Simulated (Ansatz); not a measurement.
A made-up structure of CH₄B (charge +1), closed shell:

B1  (0.154, -0.671, -0.674)
C2  (-0.078, 0.341, 0.342)
H3  (0.341, -1.491, -1.497)
H4  (-0.479, -0.122, 1.259)
H5  (0.865, 0.856, 0.591)
H6  (0.371, -0.900, 0.432)
(Å)

It is relaxed with PBE-D4/def2-SVP and then PBE0-D4/def2-TZVP (Ansatz 0.2.0). Atoms count as bonded within 1.22 times the sum of their covalent radii (H–H: 0.88 Å). The end point is not checked to be a true minimum.

Question: Does its bonding change? (A judgement: the text doesn't fix the answer.)

Answer: Computed: Yes. Formed: C2–H6; broken: B1–H6.

Where it ends: The first stage lowers the energy by 2.20 eV in 8 steps. It ends as CH₄B ([BH][CH3]), total charge +1:
| atom | x (Å) | y (Å) | z (Å) |
| --- | --- | --- | --- |
| B1 | 0.1031 | -0.7388 | -0.7930 |
| C2 | 0.2422 | -0.1245 | 0.5162 |
| H3 | -0.0091 | -1.2365 | -1.8531 |
| H4 | -0.7492 | 0.0303 | 0.9741 |
| H5 | 0.7466 | 0.8525 | 0.4290 |
| H6 | 0.8399 | -0.7714 | 1.1803 |

Labels in which every atom is bracketed show which atoms are joined, not bond orders.

For scale, one of the runs: PBE0-D4/def2-TZVP relaxation, 86 basis functions, launched by `ansatz run in.yaml --threads 2 --pin off --events-out ev --progress --plain --max-ram 4352MiB`. Hardware: 2 CPU threads of an Arm Neoverse V1, shared host. Wall time about 2.8 s.
